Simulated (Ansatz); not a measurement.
# AlH3 (SMILES [H][Al]([H])[H]): levels of theory compared

Aim: a comparison of 6 runs (UHF/3-21G, B2PLYP/3-21G, r2SCAN0/6-31G*, MP2/6-31G*, UMP2/6-31G*, CCSD/6-31G*) of AlH3. 

The calculation is run with Ansatz 0.2.0.

61 further runs of the same task are left out: 2 that didn't finish, 59 set aside as unsound or not needed.

**1. The structure to begin with**

The species is AlH3 (4 atoms), meant as a singlet with charge 0. SMILES: `[H][Al]([H])[H]`. The H2–Al1 distance was set to 3.883 Å, away from the relaxed value. At this shape a bond of the SMILES string is far longer than usual.

Bond lengths: Al1–H3 1.553 Å, Al1–H4 1.553 Å. Angles: H3–Al1–H4 120.0°.

**2. A single-point energy at UHF/3-21G (run 1)**

run.yaml

```yaml
basis:
  gaussian:
    orbitals: 3-21G.json
crystal:
  periodic: [false, false, false]
  atoms:
    - symbol: Al
      position_ang: [-2.329030, 0.045731, -0.021865]
    - symbol: H
      position_ang: [1.552650, -0.030520, 0.014610]
    - symbol: H
      position_ang: [-3.078830, 1.405591, -0.041005]
    - symbol: H
      position_ang: [-3.131850, -1.283549, -0.017405]
magnetization:
  spin_polarized: true
  initial_magnetization: 0
hamiltonian:
  xc: hf
accuracy: high
```

The basis set 3-21G is read from a file made from the Basis Set Exchange's data (not shown).

The run is started by

```sh
$ ansatz run run.yaml --threads 1 --pin off --max-ram 2610MiB --events-out events.jsonl --progress --plain --runs-dir runs
```

What it wrote:

```text
Warning: RAYON_NUM_THREADS=1 ignored (pool sized by the plan → 1); use --threads N
Functional definition: HF
  name "HF"
  exchange = exact_x
  correlation = 0
360 factors; integrals over basis functions are off by at most 2.6e-9 eV
mean field evaluation 1: about -6584.9337 eV, gradient 9.3e0 eV
mean field evaluation 2: about -6584.9330 eV, gradient 9.2e0 eV
mean field evaluation 4: about -6587.2916 eV, gradient 1.1e0 eV
mean field evaluation 8: about -6587.3164 eV, gradient 8.8e-4 eV
mean field evaluation 16: about -6590.0731 eV, gradient 7.8e-1 eV
mean field evaluation 32: about -6590.0797 eV, gradient 2.4e-8 eV
mean field -6590.07965845 eV, -242.1809605315 hartree, gradient 7.9e-8 eV, S^2 0.978982; 2 other end points of the search recorded, 0 dependent functions left out
reference -6590.07965845 eV, -242.1809605315 hartree; 8, 8 occupied and 11, 11 virtual orbitals, 360 factors
Total energy: -6590.07965845 eV, -242.1809605315 hartree
```

It took 0.12 s on 1 thread of Arm Neoverse V2, shared host.

**3. A single-point energy at B2PLYP/3-21G (run 2)**

job.yaml

```yaml
crystal:
  periodic: [false, false, false]
  atoms:
    - {symbol: Al, position_ang: [-2.329030, 0.045731, -0.021865]}
    - {symbol: H, position_ang: [1.552650, -0.030520, 0.014610]}
    - {symbol: H, position_ang: [-3.078830, 1.405591, -0.041005]}
    - {symbol: H, position_ang: [-3.131850, -1.283549, -0.017405]}
basis:
  gaussian:
    orbitals: 3-21G.json
total_charge: 0
hamiltonian:
  xc: {name: B2PLYP}
correlation:
  frozen_orbitals: {Al: 5, H: 0}
accuracy: high
```

The basis set 3-21G is read from a file made from the Basis Set Exchange's data (not shown).

The run is started by

```sh
$ ansatz run job.yaml --threads 1 --pin off --max-ram 2610MiB --events-out events.jsonl --progress --plain --runs-dir runs
```

What it wrote, shortened:

```text
Warning: RAYON_NUM_THREADS=1 ignored (pool sized by the plan → 1); use --threads N
Functional definition: B2PLYP
  name "B2PLYP"
[...]
360 factors; integrals over basis functions are off by at most 2.6e-9 eV
[...]
mean field -6598.77906609 eV, -242.5006578658 hartree, gradient 2.6e-8 eV, S^2 0.000000; 0 other end points of the search recorded, 0 dependent functions left out; unrestricted orbitals would lower it
5 core orbitals not correlated: weight in the atoms' cores, before any rotation towards them, 1.000 or more for the frozen orbitals, at most 0.000 for the correlated occupied ones
reference -6598.77908881 eV, -242.5006587006 hartree; 3, 3 occupied and 11, 11 virtual orbitals, 360 factors
second order -3.58786552 eV of doubles, -0.00000000 eV of singles
Total energy: -6599.74781250 eV, -242.5362586396 hartree
```

Wall time 0.79 s (1 thread of Arm Neoverse V2, shared host).

Runs 3 to 5 aren't shown in full; the table further down has their settings and results.

**4. A single-point energy at CCSD/6-31G(d) (spherical functions) (run 6)**

in.yaml

```yaml
crystal:
  periodic: [false, false, false]
  atoms:
    - symbol: Al
      position_ang: [-2.329030, 0.045731, -0.021865]
    - symbol: H
      position_ang: [1.552650, -0.030520, 0.014610]
    - symbol: H
      position_ang: [-3.078830, 1.405591, -0.041005]
    - symbol: H
      position_ang: [-3.131850, -1.283549, -0.017405]
basis:
  gaussian: {orbitals: 6-31G_st_-spherical.json}
correlation: {method: ccsd, frozen_orbitals: {Al: 5, H: 0}}
scf: {omitted_lower_state_checks: [cluster_reference, increment]}
accuracy: high
```

The basis set 6-31G* is read from a file made from the Basis Set Exchange's data (not shown).

The run is started by

```sh
$ ansatz run in.yaml --threads 1 --pin off --max-ram 2610MiB --events-out events.jsonl --progress --plain --runs-dir runs
```

What it wrote:

```text
Warning: RAYON_NUM_THREADS=1 ignored (pool sized by the plan → 1); use --threads N
[... 12 lines left out ...]
5 core orbitals not correlated: weight in the atoms' cores, before any rotation towards them, 1.000 or more for the frozen orbitals, at most 0.000 for the correlated occupied ones
[... 31 lines left out ...]
WARN: these amplitudes may be one of several solutions (largest doubles amplitude 0.72, level shift 4.21 eV)
Total energy: -6627.54925277 eV, -243.5579427249 hartree
Checks for a lower state left out: cluster_reference, increment
```

It took 0.2 s on 1 thread of Arm Neoverse V2, shared host.

**5. The series**

```csv
run,level,frozen core orbitals,energy (Eh),wall time
1,UHF/3-21G,–,-242.180961,0.12 s
2,B2PLYP/3-21G,5,-242.536259,0.79 s
3,r2SCAN0/6-31G* (spherical functions),–,-243.961313,1.8 s
4,MP2/6-31G* (spherical functions),5,-243.495418,0.18 s
5,UMP2/6-31G* (spherical functions),5,-243.546417,0.2 s
6,CCSD/6-31G* (spherical functions),5,-243.557943,0.2 s
```

**6. Results**

```
                                          quantity          value
                               run 6: total energy  -243.55794 Eh
run 6: correlation energy (5 core orbitals frozen)     -148.0 mEh
                              run 6: T1 diagnostic          0.096
```

Totals of different functionals can't be ranked against each other. In run 6 the T1 diagnostic is large, so a single reference may not serve. In runs 2, 4, 6 the log says that unrestricted orbitals would lower the reference, so the values rest on an unstable closed-shell determinant (other closed-shell runs at this shape may share the fault). Spin contamination of the reference: run 5 ⟨S²⟩ = 0.98, run 1 ⟨S²⟩ = 0.98. Where it is this large, the reference is a mixture of spin states, and values that rest on it are in doubt. All runs together took 3.3 s, the longest 1.8 s.
